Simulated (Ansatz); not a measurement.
# CHAl (singlet): wave-function methods side by side at distance Al1–C2 = 3.067 Å, 6-31G

Aim: climb from Hartree-Fock through coupled cluster and multireference methods for CHAl (singlet) at one geometry and basis, and see what each rung misses.

Method: 6-31G, core rule «outside noble gas», up to 6 orbitals frozen; program: Ansatz 0.2.0, Gaussian basis.

The runs, in order: UHF; CCSD(T) on RHF; CCSD(T) on UHF; CISD; CCSDT(Q) on RHF; CCSDT(Q) on UHF; CISDTQ; CCSDTQ on RHF; CCSDTQ on UHF; CASSCF and MRCISD+Q, 2 electrons in 2 orbitals; CASSCF and NEVPT2, 2 electrons in 2 orbitals; CASSCF and MRCISD+Q, 8 electrons in 9 orbitals; CASSCF and NEVPT2, 8 electrons in 9 orbitals; Full CI; Full CI in the symmetry of the determinant.

35 further runs of the same task are left out: 7 for a known fault of the program, 22 that didn't finish, 6 set aside as unsound or not needed.

## Step 1: The system

The geometry derives from a PBE0/def2-TZVP stationary point (not a proven minimum). One bond is set to the value named and the two fragments are kept rigid.

3 atoms, charge 0, spin multiplicity 1.

Atoms are counted from 1 here; the program's logs count them from 0.

Bond lengths: Al1–H3 1.591 Å.

## Step 2: UHF

Input file in.yaml:

```yaml
crystal:
  periodic: [false, false, false]
  atoms:
    - {symbol: Al, position_ang: [0.000000, 0.000000, 0.491963]}
    - {symbol: C, position_ang: [0.000000, 0.000000, -2.575037]}
    - {symbol: H, position_ang: [0.000000, 0.000000, 2.083074]}
basis:
  gaussian: {orbitals: 6-31G}
magnetization: {spin_polarized: true, initial_magnetization: 0}
hamiltonian: {xc: hf}
output: {orbitals: {seedname: orbitals}}
```

On the command line:

```
$ ansatz run in.yaml --threads 1 --pin off --events-out ev --progress --plain --max-ram 2393MiB
```

The runs that follow: CCSD(T) on RHF; CCSD(T) on UHF; CISD; CCSDT(Q) on RHF; CCSDT(Q) on UHF; CISDTQ; CCSDTQ on RHF; CCSDTQ on UHF; CASSCF and MRCISD+Q, 2 electrons in 2 orbitals; CASSCF and NEVPT2, 2 electrons in 2 orbitals; CASSCF and MRCISD+Q, 8 electrons in 9 orbitals; CASSCF and NEVPT2, 8 electrons in 9 orbitals; Full CI; Full CI in the symmetry of the determinant.

Before running them: what should the planned runs give, taken together? Wanted: FCI below the RHF energy; RMP2 from FCI; RCCSD from FCI; RCCSD(T) from FCI; RCCSDT(Q) from FCI; NEVPT2 pair from FCI; NEVPT2 valence from FCI; MRCISD+Q valence from FCI; T1 diagnostic.

**Answer**, as computed:

| quantity | value |
| --- | --- |
| FCI below the RHF energy | -3.6982 eV |
| RMP2 from FCI | +1759.4 meV |
| RCCSD from FCI | +439.9 meV |
| RCCSD(T) from FCI | +261.4 meV |
| RCCSDT(Q) from FCI | -128.0 meV |
| NEVPT2 pair from FCI | +1353.5 meV |
| NEVPT2 valence from FCI | +324.7 meV |
| MRCISD+Q valence from FCI | +17.8 meV |
| levels within 1 kcal/mol (43 meV) | RCCSDTQ, MRCISD valence, MRCISD+Q valence |
| T1 diagnostic | 0.099 |
| effectively unpaired electrons | 2.73 |

In words: RCCSD(T) lands +261.4 meV from the yardstick (7.1 % of the correlation energy). RCCSDT(Q) falls below full CI, which methods that aren't variational can do. The occupations show strong static correlation (2.7 unpaired electrons where one determinant has 0). Of the multireference levels listed MRCISD+Q valence comes nearest in total energy (+17.8 meV), which doesn't show that its space is the better one. These misses are within one basis, not against nature.
